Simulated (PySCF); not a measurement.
fluoromethane (CH₃F), SMILES FC. Atoms are numbered in the order given.

```xyz
5

C      0.0000     0.0000     0.6360
F      0.0000     0.0000    -0.7533
H      0.8942    -0.5163     0.9879
H      0.0000     1.0325     0.9879
H     -0.8942    -0.5163     0.9879
```
Charge 0, spin multiplicity 1.

Coordinates come from a B3LYP-D3(BJ)/def2-TZVP optimisation.

Two levels are set side by side: PBE/pcJ-1 (PySCF) and PBE0/pcJ-1 (PySCF). One-bond couplings, all four terms, same geometry. Isotopes: 13C, 19F, 1H. Differences are taken from unrounded values.

```csv
quantity,PBE0,PBE,PBE minus PBE0
"¹J(C1,F2) (Hz)",-219.1,-246.3,-27.2
"¹J(C1,H3) (Hz)",144.7,139.5,-5.2
"¹J(C1,H4) (Hz)",144.7,139.5,-5.2
"¹J(C1,H5) (Hz)",144.7,139.5,-5.2
```

Rough cost on one machine, each run with all the roots and properties that it gave: PBE0 against PBE within a factor of 2.
